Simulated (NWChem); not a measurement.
Total energies of Li (-1)

```xyz
1

Li     0.0000     0.0000     0.0000
```
Charge -1, spin multiplicity 1.

The numbers come from NWChem runs, not from measurements.

Basis set: def2-SVPD (12 functions).

```tsv
method	total energy (Ha)
RHF	-7.41696
MP2	-7.43448
B2PLYP	-7.47600
PBE	-7.47055
B3LYP	-7.50242
BHandHLYP	-7.48941
CCSD(T)	-7.44880
```

Total energies of different functionals aren't comparable as a measure of quality: only differences taken within one method are. 

The correlated methods freeze no orbitals. B3LYP has NWChem's definition, with VWN1-RPA local correlation. Coupled-cluster values serve here as a point of comparison, not as the truth.
